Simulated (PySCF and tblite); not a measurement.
C₄H₅NO, numbered as in [N:1]#[C:2][CH2:3][CH2:4][CH:5]=[O:6].

Search: ETKDG and KDG, MMFF94s, GFN2-xTB, 90 starts; geometries at PBE0-D3(BJ)/def2-SVP. Weights use PBE0-D3(BJ)/def2-TZVP energies plus GFN2-xTB zero-point and thermal terms (modes under about 100 cm⁻¹ blended into free rotors). Symmetry numbers and mirror images are counted. Conformers within 4 kcal/mol (GFN2-xTB free energy) were kept, 7 at most. GIAO shieldings: PBE0/pcSseg-1. Shifts are against TMS (¹H), TMS (¹³C), NH3 (¹⁵N) at the same level. Run with PySCF (density fitting) and tblite.

Torsions listed: C2–C3–C4–C5, C3–C4–C5–O6. Of a mirror pair one member is shown.

```json
{"conformer": "1", "shape": "180°, 0°", "symmetry": "Cs", "E(GFN2) kcal/mol": "0.00", "E(DFT) kcal/mol": "0.00"}
{"conformer": "2", "shape": "73°, 6°", "symmetry": "C1 (pair)", "E(GFN2) kcal/mol": "0.95", "E(DFT) kcal/mol": "1.10"}
{"conformer": "3", "shape": "-63°, -137°", "symmetry": "C1 (pair)", "E(GFN2) kcal/mol": "1.06", "E(DFT) kcal/mol": "2.47"}
{"conformer": "4", "shape": "176°, 142°", "symmetry": "C1 (pair)", "E(GFN2) kcal/mol": "1.24", "E(DFT) kcal/mol": "2.75"}
{"conformer": "5", "shape": "64°, -156°", "symmetry": "C1 (pair)", "E(GFN2) kcal/mol": "1.47", "E(DFT) kcal/mol": "2.91"}
```

Question: How much do the weights at 298.15 K and the averaged shift of H4 depend on how the conformers are weighted?

Answer: 
| weighting | 1 (%) | 2 (%) | 3 (%) | 4 (%) | 5 (%) | δ (ppm) | rms dipole (D) |
| --- | --- | --- | --- | --- | --- | --- | --- |
| DFT energy with thermal terms, symmetry and mirror images (full scheme) | 75 | 21 | 2 | 1 | 1 | 2.55 | 3.72 |
| DFT energy with symmetry and mirror images | 73 | 23 | 2 | 1 | 1 | 2.55 | 3.77 |
| bare DFT energy | 84 | 13 | 1 | 1 | 1 | 2.57 | 3.50 |
| GFN2-xTB energy with symmetry and mirror images | 47 | 19 | 15 | 11 | 8 | 2.45 | 3.78 |
| GFN2-xTB free energy | 48 | 17 | 14 | 12 | 9 | 2.45 | 3.76 |
| leading conformer alone | 100 | 0 | 0 | 0 | 0 | 2.59 | 3.10 |
| equal weights | 20 | 20 | 20 | 20 | 20 | 2.36 | 4.00 |
| full scheme, search stopped after three starts | 0 | 94 | 0 | 0 | 6 | 2.43 | 5.39 |

The largest departure from the full scheme, 0.19 ppm, comes with: equal weights.


¹⁵N shifts are against a computed isolated NH3 molecule, about 20 ppm from the liquid.